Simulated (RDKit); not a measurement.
RDKit input (MMFF94):

```python
from rdkit import Chem
from rdkit.Chem import AllChem, rdDetermineBonds

mol = Chem.MolFromXYZFile('mol.xyz')
rdDetermineBonds.DetermineBonds(mol, charge=0)
print('SMILES', Chem.MolToSmiles(Chem.RemoveHs(mol)))
ff = AllChem.MMFFGetMoleculeForceField(mol, AllChem.MMFFGetMoleculeProperties(mol))
e0 = ff.CalcEnergy()
flag = ff.Minimize(maxIts=5000, forceTol=1e-5)
print(f'energy {e0:.4f} -> {ff.CalcEnergy():.4f} kcal/mol, converged: {flag == 0}')
print(Chem.MolToXYZBlock(mol))
```
mol.xyz:
```
14

C      0.69937568     1.82728426     0.00054562
C      0.70156397     0.30144699     0.00086227
C     -0.70156397    -0.30144699    -0.00086227
C     -0.69937568    -1.82728426    -0.00054562
H      1.71402131     2.22985319     0.00179956
H     -1.71402131    -2.22985319    -0.00179956
H      0.18459666     2.21933891     0.88117291
H      0.18691897     2.21897643    -0.88159613
H     -0.18691897    -2.21897643     0.88159613
H     -0.18459666    -2.21933891    -0.88117291
H      1.25015028    -0.06514793    -0.87321431
H      1.24784513    -0.06478813     0.87653194
H     -1.24784513     0.06478813    -0.87653194
H     -1.25015028     0.06514793     0.87321431
```

Question: Which steric energies does it print, before and after the minimisation?

Answer: -4.74 and -5.08 kcal/mol. They count from the force field's own zero for this bonding and are no heats of formation.
